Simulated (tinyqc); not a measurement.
Inside a calculation. Method: UHF in the sto-3g basis, for LiH+, spin multiplicity 2. One step of it, computed by the program tinyqc.

Problem. Iteration 1: building the Fock matrix. J_ij = sum D_kl (ij|kl) with D = D(alpha) + D(beta), K_ij = sum D_kl (ik|jl) for each spin; F = H + J - K(s); E = tr D H + tr D J / 2 - 0.5 sum_s tr D(s) K(s) + E_nn.

D(alpha) at the start, lower triangle:
```
            1Li 1s     1Li 2s   1Li 2px   1Li 2py    1Li 2pz     2H 1s
1Li 1s    0.000524
1Li 2s   -0.003061   0.017899
1Li 2px   0.000000   0.000000  0.491270
1Li 2py   0.000000   0.000000  0.499924  0.508730
1Li 2pz  -0.018136   0.106040  0.000000  0.000000   0.628226
2H 1s     0.021149  -0.123652  0.000000  0.000000  -0.732567  0.854237
```

D(beta) at the start, lower triangle:
```
            1Li 1s     1Li 2s   1Li 2px   1Li 2py    1Li 2pz     2H 1s
1Li 1s    0.000524
1Li 2s   -0.003061   0.017899
1Li 2px   0.000000   0.000000  0.000000
1Li 2py   0.000000   0.000000  0.000000  0.000000
1Li 2pz  -0.018136   0.106040  0.000000  0.000000   0.628226
2H 1s     0.021149  -0.123652  0.000000  0.000000  -0.732567  0.854237
```

core Hamiltonian H = T + V (hartree), lower triangle:
```
            1Li 1s     1Li 2s    1Li 2px    1Li 2py    1Li 2pz      2H 1s
1Li 1s   -4.621470
1Li 2s   -1.036515  -1.315367
1Li 2px   0.000000   0.000000  -1.070120
1Li 2py   0.000000   0.000000   0.000000  -1.070120
1Li 2pz  -0.006830  -0.075025   0.000000   0.000000  -1.124085
2H 1s    -0.040468  -0.295390   0.000000   0.000000  -0.423672  -1.112691
```

Two-electron integrals (ij|kl) in chemists' order, unique and non-zero (hartree):
```
(11|11) 1.680395   (21|11) 0.265420   (21|21) 0.049941   (22|11) 0.397727
(22|21) 0.092860   (22|22) 0.290562   (31|31) 0.008981   (32|31) 0.013788
(32|32) 0.064184   (33|11) 0.396640   (33|21) 0.092880   (33|22) 0.290497
(33|33) 0.312946   (41|41) 0.008981   (42|41) 0.013788   (42|42) 0.064184
(43|43) 0.016869   (44|11) 0.396640   (44|21) 0.092880   (44|22) 0.290497
(44|33) 0.279207   (44|44) 0.312946   (51|51) 0.008981   (52|51) 0.013788
(52|52) 0.064184   (53|53) 0.016869   (54|54) 0.016869   (55|11) 0.396640
(55|21) 0.092880   (55|22) 0.290497   (55|33) 0.279207   (55|44) 0.279207
(55|55) 0.312946   (61|11) 0.009306   (61|21) 0.001787   (61|22) 0.003474
(61|33) 0.003426   (61|44) 0.003426   (61|51) 0.000258   (61|52) 0.000511
(61|55) 0.003574   (61|61) 0.000073   (62|11) 0.055821   (62|21) 0.013353
(62|22) 0.049161   (62|33) 0.046209   (62|44) 0.046209   (62|51) 0.001965
(62|52) 0.015644   (62|55) 0.055017   (62|61) 0.000599   (62|62) 0.018736
(63|31) 0.000635   (63|32) 0.003824   (63|53) 0.001898   (63|63) 0.000816
(64|41) 0.000635   (64|42) 0.003824   (64|54) 0.001898   (64|64) 0.000816
(65|11) 0.080120   (65|21) 0.019240   (65|22) 0.072184   (65|33) 0.067306
(65|44) 0.067306   (65|51) 0.003018   (65|52) 0.024285   (65|55) 0.081868
(65|61) 0.000876   (65|62) 0.029087   (65|65) 0.045315   (66|11) 0.215363
(66|21) 0.051924   (66|22) 0.208504   (66|33) 0.192362   (66|44) 0.192362
(66|51) 0.006815   (66|52) 0.071494   (66|55) 0.240562   (66|61) 0.002313
(66|62) 0.107646   (66|65) 0.170363   (66|66) 0.774606
```

nuclear repulsion = 0.64612602 hartree

Give: Coulomb J; exchange K(alpha); exchange K(beta); F(alpha); F(beta); total energy of this density.

Solution.

Coulomb J (hartree), lower triangle:
```
         1Li 1s  1Li 2s  1Li 2px  1Li 2py  1Li 2pz   2H 1s
1Li 1s   1.0141
1Li 2s   0.2384  0.7859
1Li 2px  0.0000  0.0000   0.7651
1Li 2py  0.0000  0.0000   0.0169   0.7657
1Li 2pz  0.0070  0.0695   0.0000   0.0000   0.8263
2H 1s    0.0093  0.2129   0.0000   0.0000   0.3266  1.3026
```

exchange K(alpha) (hartree), lower triangle:
```
          1Li 1s   1Li 2s  1Li 2px  1Li 2py  1Li 2pz   2H 1s
1Li 1s    0.0144
1Li 2s    0.0207   0.0907
1Li 2px   0.0000   0.0000   0.1710
1Li 2py   0.0000   0.0000   0.1480   0.1762
1Li 2pz  -0.0009  -0.0080   0.0000   0.0000   0.1274
2H 1s    -0.0022   0.0202   0.0000   0.0000  -0.0143  0.4213
```

exchange K(beta) (hartree), lower triangle:
```
          1Li 1s   1Li 2s  1Li 2px  1Li 2py  1Li 2pz   2H 1s
1Li 1s    0.0054
1Li 2s    0.0069   0.0265
1Li 2px   0.0000   0.0000   0.0087
1Li 2py   0.0000   0.0000   0.0000   0.0087
1Li 2pz  -0.0009  -0.0080   0.0000   0.0000   0.1106
2H 1s    -0.0028   0.0163   0.0000   0.0000  -0.0162  0.4205
```

F(alpha) (hartree), lower triangle:
```
          1Li 1s   1Li 2s  1Li 2px  1Li 2py  1Li 2pz    2H 1s
1Li 1s   -3.6218
1Li 2s   -0.8188  -0.6202
1Li 2px   0.0000   0.0000  -0.4760
1Li 2py   0.0000   0.0000  -0.1311  -0.4806
1Li 2pz   0.0011   0.0025   0.0000   0.0000  -0.4252
2H 1s    -0.0289  -0.1026   0.0000   0.0000  -0.0827  -0.2314
```

F(beta) (hartree), lower triangle:
```
          1Li 1s   1Li 2s  1Li 2px  1Li 2py  1Li 2pz    2H 1s
1Li 1s   -3.6128
1Li 2s   -0.8050  -0.5560
1Li 2px   0.0000   0.0000  -0.3137
1Li 2py   0.0000   0.0000   0.0169  -0.3131
1Li 2pz   0.0011   0.0025   0.0000   0.0000  -0.4084
2H 1s    -0.0283  -0.0988   0.0000   0.0000  -0.0809  -0.2306
```

total energy of this density = -1.516113 hartree
